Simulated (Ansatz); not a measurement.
Program: Ansatz. Geometries: PBE0-D4/def2-TZVP. ΔE: electronic, gas phase. CBS: MP2 limit from def2 TZ/QZ plus the TZ coupled-cluster correction, frozen cores. This one scheme is used for every species. DFT in def2-TZVPP. HSE06 is defined as in plane-wave codes.

Reaction (formal exchange of groups at a B–B bond): `BBC` + SiH₄ → `CB[SiH3]` + BH₃

`BBC`:

Cartesian coordinates in Å:
```
B 0.333 -0.417 1.525
B 0.503 0.164 0.002
C -0.555 0.172 -1.149
H -0.078 0.258 2.429
H 0.650 -1.538 1.817
H 1.569 0.676 -0.250
H -1.467 -0.401 -0.972
H -0.842 1.222 -1.300
H -0.112 -0.137 -2.101
```

SiH₄:

Cartesian coordinates in Å:
```
Si 0.000 0.000 0.000
H -0.151 0.623 1.339
H -0.705 0.826 -1.012
H -0.585 -1.364 0.021
H 1.441 -0.085 -0.347
```

`CB[SiH3]`:

Cartesian coordinates in Å:
```
C -0.473 -1.077 -1.054
B 0.534 -0.445 -0.060
Si 0.199 1.255 0.975
H -1.010 -1.811 -0.424
H -0.020 -1.663 -1.857
H -1.237 -0.409 -1.454
H 1.571 -1.015 0.147
H 0.487 1.081 2.428
H -1.187 1.787 0.837
H 1.137 2.298 0.462
```

BH₃:

Cartesian coordinates in Å:
```
B 0.000 0.000 0.000
H 0.244 -0.312 1.126
H 0.776 -0.253 -0.871
H -1.020 0.565 -0.255
```

Is it downhill or uphill in electronic energy at CCSD(T)/CBS, and by how much? (Estimate.)

Ansatz gave: Uphill: ΔE = +4.1 kcal/mol.

What do these levels give: r2SCANh, r2SCAN0, HSE06, HF/def2-TZVPP, HF/def2-QZVPP, HF/CBS(def2)? (An estimate is asked.)

Ansatz gave: r2SCANh 6.0, r2SCAN0 5.6, HSE06 5.6, HF/def2-TZVPP 4.3, HF/def2-QZVPP 4.4, HF/CBS(def2) 4.4 kcal/mol.

What do rigid-rotor, harmonic-oscillator terms from PBE0-D4/def2-TZVP frequencies (298.15 K, 1 bar) make of the CCSD(T)/CBS value? (An estimate is asked.)

Computed: ΔZPE = -0.1 kcal/mol, ΔH = +4.4 kcal/mol, ΔS = 8 J/(mol·K), ΔG = +3.8 kcal/mol.

Largest T1 diagnostic among the species: 0.012.

From PBE to PBE0 (25 % exact exchange), in def2-TZVPP and without D4, ΔE moves by −0.8 kcal/mol. Leaving LDA and LC-ωPBE aside and taking each functional with its dispersion term where it has one, the values, not all of them listed here, spread over 2.4 kcal/mol, from PBE-QIDH to B97M-V. LDA lies +1.2 kcal/mol from PBE without D4.
